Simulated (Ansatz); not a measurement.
Reaction (SMILES): FCl (F-Cl) → F atom + Cl atom
B3LYP-D3(BJ)/def2-TZVP geometries, fixed; electronic energies without zero-point terms.
Largest species:
```xyz
2

F      0.0000     0.0000    -1.0729
Cl     0.0000     0.0000     0.5680
```
Charge 0, spin multiplicity 1.

Effect of a fitting basis named in the input at MP2/cc-pV(T+d)Z with Ansatz (a quantum-chemistry and plane-wave program), against the last row, where the bond dissociation energy is 61.91 kcal/mol. Cores are frozen. Open shells are unrestricted. The default fits or decomposes integrals by the program's own choice; accuracy: high also tightens integrals, grids and stops.

| setting | largest shift of a total energy (mEh) | shift of the bond dissociation energy (kcal/mol) |
|---|---|---|
| fitting: def2-universal-jkfit and def2-SVP-RIFIT | -4.956 | -0.321 |
| fitting: def2-universal-jkfit and cc-pVDZ-RIFIT | -3.772 | -0.294 |
| fitting: def2-universal-jkfit and cc-pVTZ-RIFIT | 0.164 | -0.061 |
| fitting: def2-universal-jkfit and aug-cc-pVTZ-RIFIT | 0.173 | -0.070 |
| fitting: def2-universal-jkfit and cc-pVQZ-RIFIT | 0.166 | -0.064 |
| fitting: def2-universal-jkfit and aug-cc-pVQZ-RIFIT | 0.166 | -0.066 |
| accuracy: high | -0.004 | 0.001 |
| accuracy: medium (default) | 0.000 | 0.000 |

Within 0.02 kcal/mol in the bond dissociation energy: accuracy: high. The largest shift is 4.956 mEh in a total energy and 0.321 kcal/mol in the difference.
